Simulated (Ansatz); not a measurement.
Consider the hydrogen abstraction from the Si–H bond: `F[SiH2]Cl` + F• → `F[SiH]Cl`• + H–F.

Computed with Ansatz on PBE0-D4/def2-TZVP structures; ΔE is electronic, products minus reactants. CBS: def2 TZ/QZ extrapolation, frozen cores. DFT in def2-TZVPP. Open shells (•) are unrestricted, without spin–orbit coupling. Spin–orbit coupling would lower the free atoms: a little for F.

CCSD(T)/CBS gives -177.0 kJ/mol.

Another level gave -167.9 kJ/mol. Which?
A. r2SCANh/def2-TZVPP
B. CCSD/def2-TZVPP
C. PBE-QIDH/def2-TZVPP
D. r2SCAN0-D4/def2-TZVPP

C. PBE-QIDH -167.9, r2SCAN0-D4 -163.7, CCSD/def2-TZVPP -157.0, r2SCANh -175.4 kJ/mol.

Largest T1 diagnostic among the species: 0.013.

From r2SCAN to r2SCAN0 (25 % exact exchange), in def2-TZVPP and without D4, ΔE moves by +19.4 kJ/mol. Leaving LDA and LC-ωPBE aside and taking each functional with its dispersion term where it has one, the values, not all of them listed here, spread over 68.2 kJ/mol, from PBE-D4 to BHLYP-D4. LDA lies −45.2 kJ/mol from PBE without D4. At CCSD(T), def2-SVP lies +39.8 kJ/mol from the extrapolated value and def2-TZVPP +12.2 kJ/mol.

CCSD(T)/CBS has its own doubt, a few kJ/mol and more with outer-core shells, so smaller differences from it don't rank the levels.
